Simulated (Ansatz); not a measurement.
**AlClHS radical: a ladder of functionals and wavefunction methods**

An exercise on one series of results from a longer session: the logs are not shown, and one member is left open.

The runs use Ansatz 0.2.0, Gaussian basis; functionals in def2-TZVPP, the program's frozen cores in correlated methods.

The runs, in order: LDA (SPW92), PBE-D4, revPBE-D4, BLYP-D4, r2SCAN-D4, B97M-V, PBE0-D4, B3LYP-D4, r2SCANh-D4, r2SCAN0-D4, HSE06-D4, BHLYP-D4, CAM-B3LYP-D4, LC-ωPBE, ωB97X-V, ωB97M-V, B2PLYP, PBE-QIDH; CCSD(T)/def2-SVP; CCSD(T)/def2-TZVPP; CCSD(T)/def2-QZVPP; extrapolation to the limit; RPA on PBE.

### The geometry

The geometry comes from an earlier relaxation with PBE0-D4 in a triple-zeta def2 set; it is a stationary point.

SMILES `[SH][Al][Cl]`, 4 atoms, charge 0, spin multiplicity 2.

Atoms are counted from 1 here; the program's logs count them from 0.

Bond lengths: S1–Al2 2.193 Å, S1–H4 1.345 Å, Al2–Cl3 2.107 Å. Angles: Al2–S1–H4 92.8°, S1–Al2–Cl3 115.5°.

Geometry (Å):

| atom | x (Å) | y (Å) | z (Å) |
| --- | --- | --- | --- |
| S1 | 0.4398 | 0.9849 | -0.7447 |
| Al2 | -0.3941 | -0.5259 | 0.6091 |
| Cl3 | 0.2262 | -2.5074 | 0.2510 |
| H4 | -0.2164 | 1.9881 | -0.1356 |

The first run:

in.yaml reads:

```yaml
crystal:
  periodic: [false, false, false]
  atoms:
    - {symbol: S, position_ang: [0.439797, 0.984948, -0.744682]}
    - {symbol: Al, position_ang: [-0.394099, -0.525921, 0.609129]}
    - {symbol: Cl, position_ang: [0.226178, -2.507442, 0.250987]}
    - {symbol: H, position_ang: [-0.216377, 1.988115, -0.135634]}
basis:
  gaussian: {orbitals: def2-TZVPP}
magnetization: {spin_polarized: true, initial_magnetization: 1}
hamiltonian: {xc: lda}
output: {orbitals: {seedname: orbitals}}
```

Command:

```sh
ansatz run in.yaml --threads 2 --pin off --events-out ev --progress --plain --max-ram 32768MiB --backend cpu
```

Among the steps run: LDA; PBE-D4 (GGA); revPBE-D4 (GGA); BLYP-D4 (GGA); r2SCAN-D4 (meta-GGA); B97M-V (meta-GGA); B3LYP-D4 (hybrid); r2SCANh-D4 (hybrid); r2SCAN0-D4 (hybrid); HSE06-D4 (hybrid); BHLYP-D4 (hybrid); CAM-B3LYP-D4 (range-separated); LC-ωPBE (range-separated); ωB97X-V (range-separated); ωB97M-V (range-separated); B2PLYP (double hybrid); PBE-QIDH (double hybrid).

One table of the session follows, with a row left open; its other results are not shown here.

It belongs to the step «Frontier levels by functional». 

| functional | HOMO (eV) | LUMO (eV) | gap (eV) |
| --- | --- | --- | --- |
| LDA (SPW92) | -5.32 | -4.23 | 1.09 |
| PBE-D4 | -5.31 | -3.87 | 1.44 |
| revPBE-D4 | -5.29 | -3.71 | 1.58 |
| BLYP-D4 | -5.09 | -3.88 | 1.21 |
| r2SCAN-D4 | -5.63 | -3.41 | 2.22 |
| B97M-V | -5.28 | -4.18 | 1.11 |
| PBE0-D4 | -6.35 | -3.09 | 3.27 |
| B3LYP-D4 | -6.09 | -3.44 | 2.64 |
| r2SCANh-D4 | -6.00 | -3.18 | 2.82 |
| r2SCAN0-D4 | -6.56 | -2.85 | 3.71 |
| HSE06-D4 | -5.96 | -3.46 | 2.50 |
| BHLYP-D4 | -7.19 | -2.43 | 4.76 |
| CAM-B3LYP-D4 | -7.51 | -2.31 | 5.20 |
| LC-ωPBE | -8.89 | -0.98 | 7.90 |
| ωB97X-V | ? | ? | ? |
| ωB97M-V | -7.98 | -1.65 | 6.33 |

Q: Estimate the row for ωB97X-V from the others.

As computed: HOMO (eV): -8.40; LUMO (eV): -1.49; gap (eV): 6.91. In the column «HOMO (eV)» it lies between LC-ωPBE (-8.89) and ωB97M-V (-7.98).
